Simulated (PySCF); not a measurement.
# 2,2,2-trifluoroethanol (C₂H₃F₃O): spin-spin couplings at several levels of theory, part 1 of 2

How much do the spin-spin couplings of 2,2,2-trifluoroethanol (C₂H₃F₃O) (`OCC(F)(F)F`) depend on the level of theory, and what does each level cost?

The runs use PySCF 2.14.0, with density-fitted response routines of our own; the level of theory stands in each step. All values are computed, except where a source is named. Atoms count from 0, in the outputs and in this text.

## 1. The starting structure

9 atoms, charge 0, multiplicity 1; geometry from: MMFF94s.

Bonds of the start (Å): O0–C1 1.44, C1–C2 1.53, C2–F3 1.35, C2–F4 1.35, C2–F5 1.35, O0–H6 0.98, C1–H7 1.09, C1–H8 1.09.

## 2. Optimising the geometry at PBE0-D3(BJ)/def2-SVP

Job settings and geometry (Å):

```
{"job": {"xc": "PBE0", "basis": "def2-SVP", "d3": "d3bj", "grid": 1, "kind": "geom"}, "charge": 0, "multiplicity": 1}
O     -1.637990    -0.216435     0.175403
C     -0.398720     0.483136     0.363396
C      0.823905    -0.280070    -0.139993
F      0.658546    -0.623887    -1.439188
F      1.939099     0.477033    -0.053724
F      1.034298    -1.412377     0.562849
H     -1.643658    -0.561519    -0.737247
H     -0.295063     0.694989     1.431588
H     -0.480417     1.439130    -0.163083
```

Launch:

```sh
> OMP_NUM_THREADS=1 python probes_run.py task.json out
```

This one command runs all jobs of the session in turn.

What it wrote:

```text
step   0  E = -451.97985348  max force = 0.027196
step   1  E = -451.98011263  max force = 0.031985
step   2  E = -451.98306541  max force = 0.013826
step   3  E = -451.98380210  max force = 0.002296
step   4  E = -451.98402728  max force = 0.002709
step   5  E = -451.98415492  max force = 0.002876
step   6  E = -451.98417722  max force = 0.000778
step   7  E = -451.98417955  max force = 0.000250
optimisation converged
```

Wall time 25 s (1 thread of Arm Neoverse V1, shared host); peak memory 0.4 GiB.

The steps of the relaxation:

| step | energy from step 0 (eV) | largest force component (eV/Å) |
| --- | --- | --- |
| 0 | 0.0000 | 1.3985 |
| 1 | -0.0071 | 1.6447 |
| 2 | -0.0874 | 0.7110 |
| 3 | -0.1074 | 0.1181 |
| 4 | -0.1136 | 0.1393 |
| 5 | -0.1170 | 0.1479 |
| 6 | -0.1177 | 0.0400 |
| 7 | -0.1177 | 0.0129 |

Distances of close pairs at the start and the end, largest changes first:

| bond | before (Å) | after (Å) | change (Å) |
| --- | --- | --- | --- |
| O0–C1 | 1.435 | 1.387 | -0.048 |
| C2–F5 | 1.349 | 1.329 | -0.020 |
| C2–F4 | 1.351 | 1.334 | -0.017 |
| C1–H8 | 1.094 | 1.107 | +0.013 |
| C1–C2 | 1.527 | 1.514 | -0.013 |
| O0–H6 | 0.976 | 0.964 | -0.012 |
| C2–F3 | 1.354 | 1.344 | -0.010 |
| C1–H7 | 1.094 | 1.100 | +0.006 |

The next job starts from the end point, and lists it.

| at the end point | value |
| --- | --- |
| point group (found at 0.08 Å tolerance) | C1 |
| rotational constants (GHz, main isotopes) | 5.361, 2.863, 2.832 |
| dipole moment (D) | 1.59 |

## 3. J couplings: LDA/pcJ-1

Job settings and geometry (Å):

```
{"job": {"kind": "j", "xc": "LDA", "basis": "pcJ-1"}, "charge": 0, "multiplicity": 1}
O     -0.734021    -0.875860    -1.134543
C     -0.682059     0.127076    -0.177395
C      0.613623     0.093328     0.605386
F      1.659401     0.180368    -0.234254
F      0.683757     1.119866     1.454112
F      0.757075    -1.029902     1.301748
H     -0.008343    -0.737535    -1.753923
H     -1.508680    -0.025882     0.531797
H     -0.780744     1.148543    -0.592929
```

Level: LDA/pcJ-1 indirect spin-spin coupling, non-relativistic, gas phase.

What it wrote:

```text
coarse grid: 8376 points
cycle   1  E = -449.4582554776  dE =  8.615e-01  |g| = 1.035e+00  |ddm| = 2.424e+00
cycle   2  E = -448.9302629982  dE =  5.280e-01  |g| = 2.087e+00  |ddm| = 1.859e+00
cycle   3  E = -449.6266060534  dE = -6.963e-01  |g| = 1.313e-01  |ddm| = 1.379e+00
cycle   4  E = -449.6283102367  dE = -1.704e-03  |g| = 1.038e-01  |ddm| = 1.506e-01
cycle   5  E = -449.6301530550  dE = -1.843e-03  |g| = 2.101e-02  |ddm| = 5.975e-02
cycle   6  E = -449.6302156484  dE = -6.259e-05  |g| = 7.527e-03  |ddm| = 1.468e-02
cycle   7  E = -449.6302252210  dE = -9.573e-06  |g| = 1.469e-03  |ddm| = 5.354e-03
final grid: 84552 points
cycle   8  E = -449.6620024255  dE = -1.805e-04  |g| = 6.129e-03  |ddm| = 1.539e-02
cycle   9  E = -449.6619941401  dE =  8.285e-06  |g| = 8.883e-03  |ddm| = 8.733e-03
cycle  10  E = -449.6620073339  dE = -1.319e-05  |g| = 1.324e-03  |ddm| = 5.866e-03
cycle  11  E = -449.6620074579  dE = -1.239e-07  |g| = 8.252e-04  |ddm| = 9.391e-04
cycle  12  E = -449.6620075759  dE = -1.180e-07  |g| = 7.569e-05  |ddm| = 4.702e-04
cycle  13  E = -449.6620075766  dE = -7.466e-10  |g| = 3.603e-05  |ddm| = 5.798e-05
cycle  14  E = -449.6620075768  dE = -1.879e-10  |g| = 7.208e-06  |ddm| = 1.927e-05
converged SCF energy = -449.6620075768

Indirect spin-spin couplings (Hz)
  i      j    bonds     total        FC       PSO       DSO        SD
  0 O    1 C    1     23.916    26.128    -0.635    -0.121    -1.455
  0 O    2 C    2      0.416    -0.117     0.659    -0.039    -0.085
  0 O    3 F    3      4.000     1.905     2.040     0.006     0.049
  0 O    4 F    3      7.005     7.230     1.441     0.228    -1.894
  0 O    5 F    3      2.701     1.150     1.328     0.009     0.214
  0 O    6 H    1    -61.151   -49.035   -11.289    -0.387    -0.440
  0 O    7 H    2    -12.746   -12.101    -0.862     0.087     0.129
  0 O    8 H    2     -1.133    -0.685    -0.775     0.175     0.152
  1 C    2 C    1     47.835    47.853    -1.440     0.440     0.982
  1 C    3 F    2     30.178    31.364    -2.459     0.077     1.196
  1 C    4 F    2     38.760    42.904    -4.330     0.087     0.099
  1 C    5 F    2     28.690    29.720    -2.520     0.051     1.439
  1 C    6 H    2     -1.341    -1.427     0.511    -0.425    -0.001
  1 C    7 H    1    115.793   114.489    -0.144     1.198     0.249
  1 C    8 H    1    110.999   109.625    -0.059     1.211     0.223
  2 C    3 F    1   -352.855  -329.166   -33.890     1.443     8.757
  2 C    4 F    1   -369.361  -342.874   -36.154     1.412     8.254
  2 C    5 F    1   -373.964  -343.602   -39.259     1.434     7.463
  2 C    6 H    3      0.842     1.037    -0.389     0.262    -0.068
  2 C    7 H    2     -2.531    -2.685    -0.304     0.382     0.076
  2 C    8 H    2     -0.186    -0.299    -0.344     0.397     0.060
  3 F    4 F    2      5.696   -28.265   -14.208    -0.428    48.597
  3 F    5 F    2    -33.415   -27.407   -50.614    -0.371    44.978
  3 F    6 H    4     -0.246     0.123    -1.939     1.913    -0.343
  3 F    7 H    3     18.824    19.165     1.825    -2.181     0.016
  3 F    8 H    3      2.275     1.219     1.358    -0.048    -0.254
  4 F    5 F    2    -20.028   -33.747   -31.699    -0.486    45.904
  4 F    6 H    4     -1.857    -0.737     0.721    -1.569    -0.272
  4 F    7 H    3     -2.676    -2.756     0.523    -0.005    -0.438
  4 F    8 H    3     -0.914    -0.748     0.101     0.393    -0.660
  5 F    7 H    3      4.006     3.329     0.832     0.181    -0.335
  5 F    8 H    3     21.928    22.312     1.783    -2.160    -0.007
  6 H    7 H    3     14.025    14.031     4.328    -4.352     0.019
  6 H    8 H    3      1.448     1.489     0.528    -0.632     0.063
  7 H    8 H    2     -9.289    -9.755     1.675    -1.524     0.315
```

Wall time 14 s (1 thread of Arm Neoverse V1, shared host); peak memory 0.59 GiB.

Couplings of 1 Hz or more, nine at most for each number of bonds, with means over like pairs (isotopes 13C, 19F, 1H, 17O):

| pair | bonds | J (Hz) | Fermi contact (Hz) | measured size |
| --- | --- | --- | --- | --- |
| C2–F3 | 1 | -365.4 | -338.5 | – |
| C1–H7 | 1 | 113.4 | 112.1 | 147.5 |
| O0–H6 | 1 | -61.2 | -49.0 | – |
| C1–C2 | 1 | 47.8 | 47.9 | – |
| O0–C1 | 1 | 23.9 | 26.1 | – |
| C1–F3 | 2 | 32.5 | 34.7 | – |
| F3–F4 | 2 | -15.9 | -29.8 | – |
| H7–H8 | 2 | -9.3 | -9.8 | – |
| O0–H7 | 2 | -6.9 | -6.4 | – |
| C2–H7 | 2 | -1.4 | -1.5 | – |
| C1–H6 | 2 | -1.3 | -1.4 | – |
| H6–H7 | 3 | 7.7 | 7.8 | – |
| F3–H7 | 3 | 7.2 | 7.1 | – |
| O0–F3 | 3 | 4.6 | 3.4 | – |

Measured values: liquid or solution (compiled); San Fabian, Garcia de la Vega, Suardiaz et al., Magn. Reson. Chem. 2013, 51, 775 (SI).

Quadrupole couplings from the field gradients of the same density:

| atom | isotope | eQq/h (MHz) | η |
| --- | --- | --- | --- |
| O0 | 17O | 11.1 | 0.96 |

## 4. Indirect couplings: PBE/pcJ-1

Same as in step 3 but for these lines:

```diff
@@ -1,2 +1,2 @@
-{"job": {"kind": "j", "xc": "LDA", "basis": "pcJ-1"}, "charge": 0, "multiplicity": 1}
+{"job": {"kind": "j", "xc": "PBE", "basis": "pcJ-1"}, "charge": 0, "multiplicity": 1}
 O     -0.734021    -0.875860    -1.134543
```

Level: PBE/pcJ-1 indirect spin-spin coupling, non-relativistic, gas phase.

What it wrote:

```text
coarse grid: 8376 points
cycle   1  E = -452.0665577409  dE =  8.955e-01  |g| = 1.063e+00  |ddm| = 2.422e+00
cycle   2  E = -451.5450426813  dE =  5.215e-01  |g| = 2.096e+00  |ddm| = 1.823e+00
cycle   3  E = -452.2425587801  dE = -6.975e-01  |g| = 1.301e-01  |ddm| = 1.342e+00
cycle   4  E = -452.2446680137  dE = -2.109e-03  |g| = 9.099e-02  |ddm| = 1.457e-01
cycle   5  E = -452.2460922402  dE = -1.424e-03  |g| = 2.091e-02  |ddm| = 5.444e-02
cycle   6  E = -452.2461559587  dE = -6.372e-05  |g| = 6.936e-03  |ddm| = 1.439e-02
cycle   7  E = -452.2461641254  dE = -8.167e-06  |g| = 1.446e-03  |ddm| = 5.078e-03
final grid: 84552 points
cycle   8  E = -452.3287908853  dE = -2.837e-04  |g| = 1.668e-02  |ddm| = 2.285e-02
cycle   9  E = -452.3286813208  dE =  1.096e-04  |g| = 3.058e-02  |ddm| = 2.365e-02
cycle  10  E = -452.3288353246  dE = -1.540e-04  |g| = 1.601e-03  |ddm| = 1.578e-02
cycle  11  E = -452.3288355482  dE = -2.236e-07  |g| = 1.158e-03  |ddm| = 1.977e-03
cycle  12  E = -452.3288358185  dE = -2.703e-07  |g| = 1.718e-04  |ddm| = 8.596e-04
cycle  13  E = -452.3288358217  dE = -3.167e-09  |g| = 7.919e-05  |ddm| = 1.223e-04
cycle  14  E = -452.3288358227  dE = -9.658e-10  |g| = 1.060e-05  |ddm| = 4.754e-05
converged SCF energy = -452.3288358227

Indirect spin-spin couplings (Hz)
  i      j    bonds     total        FC       PSO       DSO        SD
  0 O    1 C    1     23.990    25.901    -0.305    -0.121    -1.485
  0 O    2 C    2     -0.518    -0.994     0.592    -0.039    -0.076
  0 O    3 F    3      3.674     1.783     1.788     0.006     0.097
  0 O    4 F    3      6.094     6.660     1.308     0.227    -2.101
  0 O    5 F    3      1.942     0.572     1.140     0.009     0.222
  0 O    6 H    1    -61.893   -49.941   -11.305    -0.390    -0.256
  0 O    7 H    2    -14.875   -14.289    -0.807     0.087     0.134
  0 O    8 H    2     -2.171    -1.796    -0.725     0.175     0.175
  1 C    2 C    1     59.946    59.800    -1.360     0.439     1.067
  1 C    3 F    2     34.122    35.091    -2.255     0.078     1.208
  1 C    4 F    2     41.846    45.732    -4.031     0.087     0.059
  1 C    5 F    2     32.369    33.215    -2.394     0.052     1.496
  1 C    6 H    2     -2.459    -2.524     0.484    -0.426     0.007
  1 C    7 H    1    139.763   138.527    -0.171     1.192     0.215
  1 C    8 H    1    132.976   131.686    -0.099     1.205     0.183
  2 C    3 F    1   -366.323  -343.355   -33.534     1.446     9.119
  2 C    4 F    1   -382.216  -356.341   -35.797     1.416     8.505
  2 C    5 F    1   -386.650  -357.133   -38.608     1.437     7.654
  2 C    6 H    3      1.136     1.324    -0.381     0.261    -0.070
  2 C    7 H    2     -3.582    -3.754    -0.302     0.381     0.093
  2 C    8 H    2     -0.438    -0.572    -0.341     0.396     0.078
  3 F    4 F    2     28.923    -7.781   -14.791    -0.425    51.919
  3 F    5 F    2     -8.776    -9.243   -47.608    -0.368    48.444
  3 F    6 H    4     -0.477    -0.016    -1.994     1.912    -0.379
  3 F    7 H    3     20.650    20.985     1.832    -2.181     0.015
  3 F    8 H    3      1.237     0.291     1.278    -0.048    -0.283
  4 F    5 F    2      2.904   -14.134   -31.643    -0.483    49.165
  4 F    6 H    4     -1.881    -0.750     0.710    -1.569    -0.272
  4 F    7 H    3     -2.749    -2.740     0.479    -0.005    -0.484
  4 F    8 H    3     -1.118    -0.870     0.068     0.393    -0.709
  5 F    7 H    3      3.078     2.488     0.766     0.181    -0.357
  5 F    8 H    3     24.311    24.681     1.794    -2.160    -0.004
  6 H    7 H    3     17.506    17.516     4.330    -4.358     0.017
  6 H    8 H    3      1.903     1.928     0.540    -0.636     0.070
  7 H    8 H    2    -12.619   -13.100     1.684    -1.533     0.330
```

Wall time 23 s (1 thread of Arm Neoverse V1, shared host); peak memory 0.59 GiB.

This run: J(C2,F3) -378.4 Hz, J(C1,H7) 136.4 Hz, J(O0,H6) -61.9 Hz (means over like pairs).

## 5. J couplings: KT2/pcJ-1

Same as in step 4 but for these lines:

```diff
@@ -1,2 +1,2 @@
-{"job": {"kind": "j", "xc": "PBE", "basis": "pcJ-1"}, "charge": 0, "multiplicity": 1}
+{"job": {"kind": "j", "xc": "KT2", "basis": "pcJ-1"}, "charge": 0, "multiplicity": 1}
 O     -0.734021    -0.875860    -1.134543
```

Method: KT2/pcJ-1 indirect spin-spin coupling, non-relativistic, gas phase.

What it wrote:

```text
coarse grid: 8376 points
cycle   1  E = -458.6598193327  dE =  9.570e-01  |g| = 1.271e+00  |ddm| = 2.398e+00
cycle   2  E = -458.0164243339  dE =  6.434e-01  |g| = 2.364e+00  |ddm| = 2.049e+00
cycle   3  E = -458.9002925678  dE = -8.839e-01  |g| = 1.536e-01  |ddm| = 1.521e+00
cycle   4  E = -458.9037984418  dE = -3.506e-03  |g| = 9.242e-02  |ddm| = 1.727e-01
cycle   5  E = -458.9052234237  dE = -1.425e-03  |g| = 2.611e-02  |ddm| = 6.058e-02
cycle   6  E = -458.9053252280  dE = -1.018e-04  |g| = 7.272e-03  |ddm| = 1.798e-02
cycle   7  E = -458.9053342399  dE = -9.012e-06  |g| = 1.848e-03  |ddm| = 5.822e-03
final grid: 84552 points
cycle   8  E = -459.0768454594  dE = -1.033e-03  |g| = 4.611e-02  |ddm| = 4.266e-02
cycle   9  E = -459.0762742693  dE =  5.712e-04  |g| = 7.651e-02  |ddm| = 5.642e-02
cycle  10  E = -459.0771218356  dE = -8.476e-04  |g| = 2.705e-03  |ddm| = 3.805e-02
cycle  11  E = -459.0771228594  dE = -1.024e-06  |g| = 1.051e-03  |ddm| = 1.944e-03
cycle  12  E = -459.0771230481  dE = -1.886e-07  |g| = 3.092e-04  |ddm| = 8.439e-04
cycle  13  E = -459.0771230632  dE = -1.509e-08  |g| = 6.844e-05  |ddm| = 2.101e-04
cycle  14  E = -459.0771230639  dE = -7.908e-10  |g| = 1.273e-05  |ddm| = 5.583e-05
converged SCF energy = -459.0771230639

Indirect spin-spin couplings (Hz)
  i      j    bonds     total        FC       PSO       DSO        SD
  0 O    1 C    1     27.165    29.129    -0.308    -0.121    -1.535
  0 O    2 C    2      0.258    -0.151     0.537    -0.039    -0.090
  0 O    3 F    3      3.179     1.432     1.630     0.007     0.109
  0 O    4 F    3      6.602     7.456     1.542     0.228    -2.623
  0 O    5 F    3      1.889     0.566     1.027     0.009     0.287
  0 O    6 H    1    -59.729   -48.094   -11.012    -0.383    -0.240
  0 O    7 H    2    -17.174   -16.639    -0.783     0.088     0.160
  0 O    8 H    2     -1.405    -1.088    -0.700     0.177     0.207
  1 C    2 C    1     49.208    48.974    -1.278     0.439     1.073
  1 C    3 F    2     28.031    29.022    -2.342     0.078     1.273
  1 C    4 F    2     32.784    36.553    -3.886     0.087     0.031
  1 C    5 F    2     25.989    26.820    -2.494     0.052     1.611
  1 C    6 H    2     -3.585    -3.643     0.491    -0.430    -0.003
  1 C    7 H    1    148.326   147.188    -0.211     1.176     0.172
  1 C    8 H    1    140.422   139.231    -0.143     1.189     0.145
  2 C    3 F    1   -372.888  -351.999   -31.886     1.446     9.550
  2 C    4 F    1   -391.621  -367.907   -33.995     1.416     8.865
  2 C    5 F    1   -396.523  -369.379   -36.564     1.437     7.982
  2 C    6 H    3      0.752     0.933    -0.372     0.261    -0.070
  2 C    7 H    2     -4.474    -4.635    -0.303     0.380     0.084
  2 C    8 H    2     -0.705    -0.831    -0.339     0.395     0.070
  3 F    4 F    2    -13.301   -52.219   -23.884    -0.429    63.231
  3 F    5 F    2    -51.227   -53.963   -56.285    -0.373    59.394
  3 F    6 H    4     -0.519    -0.040    -2.018     1.911    -0.373
  3 F    7 H    3     21.708    21.954     1.892    -2.186     0.048
  3 F    8 H    3     -0.693    -1.594     1.311    -0.055    -0.356
  4 F    5 F    2    -39.642   -58.384   -40.871    -0.487    60.101
  4 F    6 H    4     -2.478    -1.239     0.688    -1.571    -0.355
  4 F    7 H    3     -4.189    -4.147     0.532    -0.011    -0.562
  4 F    8 H    3     -2.804    -2.514     0.143     0.385    -0.818
  5 F    7 H    3      1.202     0.674     0.805     0.173    -0.450
  5 F    8 H    3     26.345    26.642     1.857    -2.165     0.011
  6 H    7 H    3     22.034    22.041     4.339    -4.376     0.030
  6 H    8 H    3      1.693     1.714     0.551    -0.649     0.077
  7 H    8 H    2    -17.501   -18.009     1.708    -1.562     0.362
```

Wall time 23 s (1 thread of Arm Neoverse V1, shared host); peak memory 0.59 GiB.

In short: J(C2,F3) -387.0 Hz, J(C1,H7) 144.4 Hz, J(O0,H6) -59.7 Hz (means over like pairs).

## 6. Indirect couplings: PBE0/pcJ-1

Same as in step 5 but for these lines:

```diff
@@ -1,2 +1,2 @@
-{"job": {"kind": "j", "xc": "KT2", "basis": "pcJ-1"}, "charge": 0, "multiplicity": 1}
+{"job": {"kind": "j", "xc": "PBE0", "basis": "pcJ-1"}, "charge": 0, "multiplicity": 1}
 O     -0.734021    -0.875860    -1.134543
```

Method: PBE0/pcJ-1 indirect spin-spin coupling, non-relativistic, gas phase.

What it wrote:

```text
coarse grid: 8376 points
cycle   1  E = -452.0990518954  dE =  9.503e-01  |g| = 1.013e+00  |ddm| = 2.387e+00
cycle   2  E = -451.9101948374  dE =  1.889e-01  |g| = 1.521e+00  |ddm| = 1.239e+00
cycle   3  E = -452.2659384418  dE = -3.557e-01  |g| = 5.594e-02  |ddm| = 7.738e-01
cycle   4  E = -452.2662909494  dE = -3.525e-04  |g| = 3.581e-02  |ddm| = 5.136e-02
cycle   5  E = -452.2665226164  dE = -2.317e-04  |g| = 7.896e-03  |ddm| = 2.255e-02
cycle   6  E = -452.2665307263  dE = -8.110e-06  |g| = 2.566e-03  |ddm| = 4.682e-03
final grid: 84552 points
cycle   7  E = -452.3278901492  dE = -1.747e-04  |g| = 9.182e-03  |ddm| = 1.624e-02
cycle   8  E = -452.3278767119  dE =  1.344e-05  |g| = 1.274e-02  |ddm| = 1.065e-02
cycle   9  E = -452.3279025458  dE = -2.583e-05  |g| = 5.541e-04  |ddm| = 6.600e-03
cycle  10  E = -452.3279025807  dE = -3.488e-08  |g| = 2.707e-04  |ddm| = 4.862e-04
cycle  11  E = -452.3279025951  dE = -1.441e-08  |g| = 5.334e-05  |ddm| = 1.911e-04
cycle  12  E = -452.3279025954  dE = -3.354e-10  |g| = 1.853e-05  |ddm| = 3.117e-05
converged SCF energy = -452.3279025954

Indirect spin-spin couplings (Hz)
  i      j    bonds     total        FC       PSO       DSO        SD
  0 O    1 C    1     19.866    21.922    -0.428    -0.121    -1.507
  0 O    2 C    2     -1.013    -1.436     0.536    -0.039    -0.073
  0 O    3 F    3      2.751     1.107     1.549     0.007     0.088
  0 O    4 F    3      4.575     5.177     1.235     0.227    -2.063
  0 O    5 F    3      1.578     0.376     0.977     0.009     0.217
  0 O    6 H    1    -69.808   -58.161   -11.177    -0.383    -0.087
  0 O    7 H    2    -13.584   -13.011    -0.804     0.088     0.143
  0 O    8 H    2     -2.553    -2.210    -0.716     0.176     0.196
  1 C    2 C    1     65.443    65.201    -1.339     0.438     1.143
  1 C    3 F    2     33.100    34.016    -2.173     0.078     1.180
  1 C    4 F    2     43.041    46.758    -3.900     0.087     0.096
  1 C    5 F    2     31.856    32.602    -2.264     0.052     1.467
  1 C    6 H    2     -3.599    -3.680     0.503    -0.430     0.008
  1 C    7 H    1    144.428   143.312    -0.181     1.180     0.116
  1 C    8 H    1    138.753   137.588    -0.107     1.192     0.080
  2 C    3 F    1   -327.708  -307.919   -31.021     1.445     9.787
  2 C    4 F    1   -339.742  -316.791   -33.388     1.414     9.024
  2 C    5 F    1   -346.224  -319.642   -36.145     1.435     8.127
  2 C    6 H    3      0.990     1.167    -0.365     0.261    -0.072
  2 C    7 H    2     -5.082    -5.258    -0.297     0.379     0.094
  2 C    8 H    2     -1.910    -2.047    -0.335     0.394     0.078
  3 F    4 F    2     91.915    45.617    -6.253    -0.425    52.977
  3 F    5 F    2     60.961    45.715   -34.497    -0.368    50.110
  3 F    6 H    4     -0.792    -0.418    -1.942     1.911    -0.344
  3 F    7 H    3     23.263    23.670     1.833    -2.183    -0.057
  3 F    8 H    3      1.015     0.137     1.258    -0.053    -0.326
  4 F    5 F    2     69.758    41.127   -21.316    -0.483    50.431
  4 F    6 H    4     -1.908    -0.942     0.828    -1.568    -0.225
  4 F    7 H    3     -2.504    -2.513     0.517    -0.010    -0.498
  4 F    8 H    3     -0.891    -0.654     0.103     0.387    -0.728
  5 F    7 H    3      3.119     2.591     0.758     0.176    -0.404
  5 F    8 H    3     26.422    26.893     1.759    -2.161    -0.068
  6 H    7 H    3     17.078    17.086     4.338    -4.371     0.025
  6 H    8 H    3      1.769     1.822     0.521    -0.649     0.075
  7 H    8 H    2    -14.881   -15.377     1.697    -1.560     0.358
```

Run time: 35 s. Hardware: 1 thread of Arm Neoverse V1, shared host; peak memory 0.82 GiB.

In short: J(C2,F3) -337.9 Hz, J(C1,H7) 141.6 Hz, J(F3,F4) 74.2 Hz (means over like pairs).

(Continued in part 2 of 2.)
